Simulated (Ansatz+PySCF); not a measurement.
Two shapes of singlet CO₂.

Shape 1:

```xyz
3

O     0.0000    0.0000   -1.1593
C     0.0000    0.0000    0.0000
O     0.0000    0.0000    1.1593
```

Shape 2:

```xyz
3

O    -0.0130   -0.0123   -1.2060
C    -0.0472    0.0129   -0.0104
O     0.0186    0.0373    1.1318
```

Basis set: def2-SVP (spherical functions). Charge 0, multiplicity 1.

Computed with Ansatz (development build ahead of 0.2.0); each method stands on the lowest determinant of its kind that the runs found.

(1) Which shape is lower in energy, and by how much in each method?

Answers

(1)

| method | E(2) − E(1) (eV) |
| --- | --- |
| RHF | 0.155 |
| UHF | 0.155 |
| PBE (restricted) | 0.059 |
| PBE0 (unrestricted) | 0.095 |
| ωB97X (restricted) | 0.096 |

Shape 1 is lower.
